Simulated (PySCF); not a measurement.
Molecule: SMILES CC(F)(F)C#N, C3H3F2N.

Atom-mapped SMILES (the numbers label the heavy atoms): `[CH3:1][C:2]([F:3])([F:4])[C:5]#[N:6]`. Each H is labelled by its parent atom.

Geometry PBE0-D3(BJ)/def2-SVP throughout; GIAO in PySCF 2.14.0 with density-fitted response routines, gas phase, one conformer, non-relativistic; equivalent atoms averaged; functional PBE0.

For orientation, cc-pVDZ gives these shifts δ (against TMS, CFCl3, NH3 at the same level): C5 111.3, C2 109.5, C1 25.8, F3/F4 -99.9, N6 284.0, H(C1) 1.58 ppm.

A run gave: C5 118.8, C2 111.4, C1 27.4, F3/F4 -104.4, N6 312.1, H(C1) 1.83 ppm (shifts δ (against TMS, CFCl3, NH3 at the same level)).

**Question.** Which basis set was used in that run?
A. 6-311+G(2d,p)
B. 6-31G
C. STO-3G
D. pcSseg-1

**Answer.** D. N6 tells them apart best: pcSseg-1 gives 312.1, STO-3G gives 229.6, 6-31G gives 273.8, 6-311+G(2d,p) gives 297.4 ppm.
